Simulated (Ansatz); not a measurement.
# H₂O (triplet): wave-function methods side by side at distance H1–H2 along a hydrogen transfer = 1.246 Å, cc-pVTZ

Aim: climb from Hartree-Fock through coupled cluster and multireference methods for H₂O (triplet) at one geometry and basis, and see what each rung misses.

Program: Ansatz 0.2.0, Gaussian basis. Level of theory: cc-pVTZ, correlated electrons: outside noble gas. These are calculated values, not measurements.

The runs, in order: UHF; CCSD(T) on ROHF; CCSD(T) on UHF; BCCD(T) on ROHF; CISD; CCSDT(Q) on ROHF; CCSDT(Q) on UHF; CASSCF and NEVPT2, 4 electrons in 4 orbitals; CASSCF and MRCISD+Q, 8 electrons in 6 orbitals; CASSCF and NEVPT2, 8 electrons in 6 orbitals.

## (1) What is computed

The geometry derives from fragments relaxed apart (PBE0/def2-TZVP) and kept rigid, so it is no stationary point. A hydrogen atom is moved between rigid fragments.

3 atoms, charge 0, spin multiplicity 3.

Atoms are counted from 1 here; the program's logs count them from 0.

Bond lengths: H2–O3 0.990 Å.

In the tables R marks a restricted open-shell determinant and U an unrestricted one; 'pair' is the active space of 4 electrons in 4 orbitals; 'valence' is the active space of 8 electrons in 6 orbitals; correlation energies count from the lowest restricted Hartree-Fock solution.

## (2) UHF

Contents of in.yaml:

```yaml
crystal:
  periodic: [false, false, false]
  atoms:
    - {symbol: H, position_ang: [0.000000, 0.000000, -1.160667]}
    - {symbol: H, position_ang: [0.000000, 0.000000, 0.085333]}
    - {symbol: O, position_ang: [0.000000, 0.000000, 1.075333]}
basis:
  gaussian: {orbitals: cc-pVTZ}
magnetization: {spin_polarized: true, initial_magnetization: 2}
hamiltonian: {xc: hf}
output: {orbitals: {seedname: orbitals}}
```

Launch:

```sh
> ansatz run in.yaml --threads 1 --pin off --events-out ev --progress --plain --max-ram 2393MiB
```

After this run come: CCSD(T) on ROHF; CCSD(T) on UHF; BCCD(T) on ROHF; CISD; CCSDT(Q) on ROHF; CCSDT(Q) on UHF; CASSCF and NEVPT2, 4 electrons in 4 orbitals; CASSCF and MRCISD+Q, 8 electrons in 6 orbitals; CASSCF and NEVPT2, 8 electrons in 6 orbitals.

Before running them: what should the planned runs give, taken together? Wanted: correlation energy, UCCSDT(Q); RMP2 from UCCSDT(Q); UMP2 from UCCSDT(Q); RCCSD from UCCSDT(Q); RCCSD(T) from UCCSDT(Q); UCCSD(T) from UCCSDT(Q); RCCSDT(Q) from UCCSDT(Q); NEVPT2 pair from UCCSDT(Q); NEVPT2 valence from UCCSDT(Q).

As calculated:

| quantity | value |
| --- | --- |
| correlation energy, UCCSDT(Q) | -6.3384 eV |
| RMP2 from UCCSDT(Q) | +13.16 kcal/mol |
| UMP2 from UCCSDT(Q) | +13.33 kcal/mol |
| RCCSD from UCCSDT(Q) | +3.99 kcal/mol |
| RCCSD(T) from UCCSDT(Q) | +0.38 kcal/mol |
| UCCSD(T) from UCCSDT(Q) | +0.36 kcal/mol |
| RCCSDT(Q) from UCCSDT(Q) | +0.04 kcal/mol |
| NEVPT2 pair from UCCSDT(Q) | +12.51 kcal/mol |
| NEVPT2 valence from UCCSDT(Q) | +19.50 kcal/mol |
| MRCISD+Q valence from UCCSDT(Q) | +1.36 kcal/mol |
| levels of the table within 1 kcal/mol (43 meV) | RCCSD(T), UCCSD(T), BCCD(T), RCCSDT, UCCSDT, RCCSDT(Q) |
| T1 diagnostic | 0.021 |
| effectively unpaired electrons | 2.00 |

**Reading.** RCCSD(T) lands +0.38 kcal/mol from the yardstick (0.3 % of the correlation energy). One determinant dominates. Of the multireference levels listed MRCISD+Q valence comes nearest in total energy (+1.36 kcal/mol), which doesn't show that its space is the better one. These misses are within one basis, not against nature; the frozen cores of restricted and unrestricted runs differ, which can shift their rows.
